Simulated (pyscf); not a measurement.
PySCF, gas phase, ωB97X-D3(BJ)/def2-SVP geometries. MP2 and CC: frozen core, UHF for open shells. ΔMP2 is the change of the MP2 total energy from the triple- to the quadruple-zeta basis.

**Question.** For H₃Si–PH₂ + H atom (H•) → PH₃ + silyl (SiH₃•), a substitution at P (doublet surface; P–Si broken, H–P formed), PBE/def2-TZVP gives ΔE‡ = 6.7 kcal/mol and ΔE = -12.7 kcal/mol (zero: the separated reactants). In which direction and how far do PBE0-D3(BJ)/def2-TZVP, M06-2X/def2-TZVP, CCSD(T)/def2-TZVPP + ΔMP2(QZVPP) move these?

**Answer.** PBE0-D3(BJ): ΔE‡ = 8.3 kcal/mol, ΔE = -11.3 kcal/mol; M06-2X: ΔE‡ = 12.2 kcal/mol, ΔE = -14.2 kcal/mol; CCSD(T): ΔE‡ = 11.8 kcal/mol, ΔE = -13.6 kcal/mol. PBE's barrier lies under all of them, by 1.6 to 5.5 kcal/mol. Its reaction energy lies among theirs. The same reactants have a lower exit, to H₃Si–PH• + H₂ (barrier +2.9 kcal/mol at ωB97M-D3(BJ), against +11.6 kcal/mol here). One saddle was located; it need not be the lowest between these sides. The angle at the attacked P is 67° (front-side attack). The CCSD(T) − MP2 part came from Ansatz, without density fitting, on the same reference.
